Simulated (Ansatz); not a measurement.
1T (CdI2-type) PtS2 was calculated with PBE (PAW; Ansatz, an electronic-structure program).

Q: What does this level give for the interlayer binding energy, layer repeat distance and gap between the layers?

A: 
- interlayer binding energy: 0.6 meV/Å²
- layer repeat distance: 6.470 Å
- gap between the layers: 4.015 Å

Note: the cell comes from a level without a dispersion term, which matters for the spacing of layers, chains or molecules; the cell has widely spaced layers and the level no dispersion term, so their spacing and the moduli can rest on weak binding.

Spin–orbit coupling is not included.

Computed values are for the static lattice.

Cost on a shared machine: roughly 2.7 core-minutes.
